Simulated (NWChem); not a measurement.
System: CH₅N anion, doublet; SMILES of the neutral closed-shell parent CN

The following NWChem deck was run.

```
start job
memory heap 200 mb stack 900 mb global 1100 mb
charge -1
geometry units angstroms noautoz
  C     -0.000043     0.693231    -0.023108
  N      0.000278    -0.771813    -0.121918
  H     -0.888594     1.103783    -0.532687
  H      0.890701     1.103827    -0.528827
  H     -0.002254     1.076082     1.021159
  H     -0.818686    -1.119875     0.395001
  H      0.817829    -1.119650     0.397391
end
basis spherical
  * library 6-31+g*
end
dft
  odft
  mult 2
  xc rpbe cpbe96
  iterations 150
  mulliken
end
task dft energy
```

The geometry was optimised at B3LYP/def2-SVPD, spin-unrestricted. This spin state was assumed; another may lie lower. No stability test was run on the SCF state. The highest occupied level is positive, so the extra electron may be held by the finite basis.

What results follow from this input? (RPBE/6-31+G* (spherical d), spin-unrestricted.) Quantities: energy (Ha); highest occupied level (eV); lowest empty minus highest occupied level, either spin (eV); <S²>.


```
Item                                                          Value
-----------------------------------------------------------  ------
energy (Ha)                                                  -95.81
highest occupied level (eV)                                    3.08
lowest empty minus highest occupied level, either spin (eV)    0.43
<S²>                                                          0.750
```
